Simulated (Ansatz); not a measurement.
## How far each method lies from full CI for N2⁺, doublet

Geometry: that of the N2, singlet, kept fixed.

| atom | x (Å) | y (Å) | z (Å) |
| --- | --- | --- | --- |
| N | 0.0000 | 0.0000 | 0.0000 |
| N | 0.0000 | 0.0000 | 1.0895 |

Basis 6-31G; Ansatz 0.2.0. Correlated methods freeze the noble-gas cores, which leaves 9 electrons in 16 orbitals. Prefix R: restricted or restricted open-shell reference; prefix U: unrestricted. Active spaces: valence = (9e, 8o) chosen from the atoms' valence shells.

Full CI is exact within this basis and frozen core; it isn't the basis-set limit. The frozen core follows each run's orbitals, which can shift R against U totals by a few meV.

Coupled cluster chose its determinant by trial CCSD, here up to 0.22 eV above the lowest Hartree–Fock solution of its kind, and MP2 stands on that determinant too. For open shells CISD and CISDTQ are restricted-active-space CI with the open shells as a complete middle space.

- UHF ⟨S²⟩: 1.227
- T1 diagnostic (RCCSD): 0.0196
- largest doubles amplitude (RCCSD): 0.120

| level | E − E(full CI) (mEh) | share of correlation (%) | wall time |
| --- | --- | --- | --- |
| RMP2 | -15.75 | 105.66 | – |
| RCCSD* | 14.82 | 94.68 | – |
| RCCSD(T)* | 3.87 | 98.61 | 0.75 s |
| BCCD(T)* | 3.88 | 98.61 | 0.63 s |
| RCCSDT* | 3.96 | 98.58 | – |
| CISDTQ | 2.74 | 99.02 | 3.2 s |
| RCCSDT(Q)* | -0.48 | 100.17 | 2.9 s |
| RCCSDTQ* | 0.55 | 99.80 | 24 s |
| CASSCF (valence space) | 55.40 | 80.10 | – |
| NEVPT2 (valence space) | 13.62 | 95.11 | 1.1 s |
| MRCISD (valence space) | 1.43 | 99.49 | – |
| MRCISD+Q (valence space) | 0.30 | 99.89 | 1.7 s |

An asterisk marks runs whose energy the program itself flagged as in doubt.

The correlation energy at full CI, counted from the determinant under the R cluster runs, is -7.576 eV. That run took 24 s on 1 thread of Intel Xeon 6975P-C, shared host over 994,800 determinants.

Run but not shown, since their state or frozen core can't be matched to the reference's or they repeat it: RHF, UHF, UMP2, CISD, UCCSD, UCCSD(T), UCCSDT, UCCSDT(Q), UCCSDTQ.

Times hold each run's SCF and search for its determinant on a shared host, so for small cases they say little of a method's own cost; they ran on 1 thread of Intel Xeon 6975P-C.

Not variational, and here over 5 meV under the exact energy: RMP2, RCCSDT(Q).

The full-CI state has the irrep Ag of D2h, in the program's axes (one component, if the state is degenerate).

Natural occupations of full CI about the gap: 1.985 1.911 1.902 1.902 1.047 0.102 0.102 0.019 0.008 0.006; effectively unpaired electrons, Σ n²(2−n)², 1.17.
